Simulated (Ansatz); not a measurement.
# Heat of formation of C4H6O2 (methyl acrylate) from total energies

C4H6O2 has 12 atoms, charge 0, and is taken as a singlet. As SMILES, `C=CC(=O)OC`. The coordinates come from a PBE0-D4/def2-TZVP relaxation. This is one conformer, not always the lowest.

```jsonl
{"atom": "C", "x (Å)": "-2.1884", "y (Å)": "1.1735", "z (Å)": "0.0332"}
{"atom": "C", "x (Å)": "-0.8980", "y (Å)": "1.0686", "z (Å)": "0.3174"}
{"atom": "C", "x (Å)": "-0.1323", "y (Å)": "-0.1265", "z (Å)": "-0.0959"}
{"atom": "O", "x (Å)": "-0.5731", "y (Å)": "-1.0716", "z (Å)": "-0.6964"}
{"atom": "O", "x (Å)": "1.1476", "y (Å)": "-0.0257", "z (Å)": "0.2907"}
{"atom": "C", "x (Å)": "1.9730", "y (Å)": "-1.1298", "z (Å)": "-0.0603"}
{"atom": "H", "x (Å)": "-2.6925", "y (Å)": "0.3794", "z (Å)": "-0.5066"}
{"atom": "H", "x (Å)": "-2.7656", "y (Å)": "2.0414", "z (Å)": "0.3277"}
{"atom": "H", "x (Å)": "-0.3561", "y (Å)": "1.8382", "z (Å)": "0.8546"}
{"atom": "H", "x (Å)": "1.9983", "y (Å)": "-1.2612", "z (Å)": "-1.1431"}
{"atom": "H", "x (Å)": "2.9649", "y (Å)": "-0.8933", "z (Å)": "0.3183"}
{"atom": "H", "x (Å)": "1.5991", "y (Å)": "-2.0484", "z (Å)": "0.3945"}
```

Total energies at PBE0/6-31G* (spherical functions) (Ansatz 0.2.0); the atoms run unrestricted:

| species | state | energy (Eh) |
| --- | --- | --- |
| C4H6O2 | singlet | -306.112798 |
| C | triplet | -37.792458 |
| O | triplet | -74.983859 |
| H | doublet | -0.499109 |

Harmonic wavenumbers at B3LYP/6-31G*, in cm⁻¹: 98, 130, 200, 222, 340, 474, 531, 669, 819, 874, 995, 1031, 1038, 1089, 1185, 1215, 1241, 1342, 1454, 1493, 1512, 1524, 1713, 1810, 3073, 3146, 3176, 3180, 3210, 3266.

Measured heats of formation of the gaseous atoms at 298.15 K, in kJ/mol: C 716.9, O 249.2, H 218.0. Spin-orbit lowering of the atoms at 298 K (mean of the ground term's levels less their thermal mean, from spectra), in kJ/mol: C 0.02, O 0.40. Take 1 Eh = 2625.50 kJ/mol, 1 cm⁻¹ = 0.0119627 kJ/mol, RT = 2.479 kJ/mol.

What heat of formation follows?


1. Electronic atomisation energy: 4 × (-37.792458) + 2 × (-74.983859) + 6 × (-0.499109) − (-306.112798) = 1.980594 Eh = 5200.0 kJ/mol.
2. Zero-point energy: half the sum of the wavenumbers, 21025 cm⁻¹ = 251.5 kJ/mol.
3. Thermal vibrational enthalpy, Σ hcν̃/(exp(hcν̃/kT) − 1): 10.0 kJ/mol. Translation, rotation and pV of a non-linear molecule: 4 RT = 9.9 kJ/mol.
4. The 12 free atoms carry 5/2 RT each: 74.4 kJ/mol.
5. Spin-orbit coupling lowers the free atoms by 4 × 0.02 + 2 × 0.40 = 0.9 kJ/mol.
6. Atomisation enthalpy at 298 K: 5200.0 − 0.9 − 251.5 − 10.0 − 9.9 + 74.4 = 5002.1 kJ/mol.
7. Sum of the atoms' heats of formation: 4674.0 kJ/mol. Heat of formation: 4674.0 − 5002.1 = -328.1 kJ/mol.

The tabulated value is -333.0 kJ/mol (CRC Handbook of Chemistry and Physics; in doubt: it may be an older value or an estimate), so this level is off by +4.9 kJ/mol, or 0.1 % of the atomisation enthalpy that the table implies (5006.9 kJ/mol). So close a hit in a small basis owes something to errors that cancel. Anharmonicity and any spin-orbit splitting of the molecule are left out.
